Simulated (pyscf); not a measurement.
Elementary routes open to `[GeH2]=[Se]` + `[H][H]` in the gas phase (singlet surface):
A. `[GeH3][SeH]` (H–H broken; H–Se, Ge–H formed)
B. `[SeH2]` + `[GeH2]` [singlet] (Ge–Se, H–H broken; H–Se, H–Se formed)

Single points on ωB97X-D3(BJ)/def2-SVP structures (PySCF, gas phase).

**Question.** Rank the routes by free-energy barrier at 600 K, lowest first, for ωB97M-D3(BJ)/def2-TZVP energies (ideal gas, 1 atm, RRHO with modes under 100 cm⁻¹ raised to 100, one conformer, R ln 2 for chiral ones without a mode under 150 cm⁻¹).

**Answer.** A (45.5 kcal/mol), B (63.1 kcal/mol)

Route A is the fastest of these, ahead of the next by 17.6 kcal/mol. The most stable products are those of A (ΔG = -11.1 kcal/mol), so kinetics and thermodynamics agree. At 1200 K A is still the fastest. B: On the product side the descent ends in an adduct with a Ge–Se contact, 20.1 kcal/mol under the separated species and 42.3 kcal/mol under the saddle at ωB97X-D3(BJ)/def2-TZVP. Only these routes are compared; each barrier is that of the saddle found, and lower ones may exist. Elements up to Kr have no core potential and no relativistic terms here.
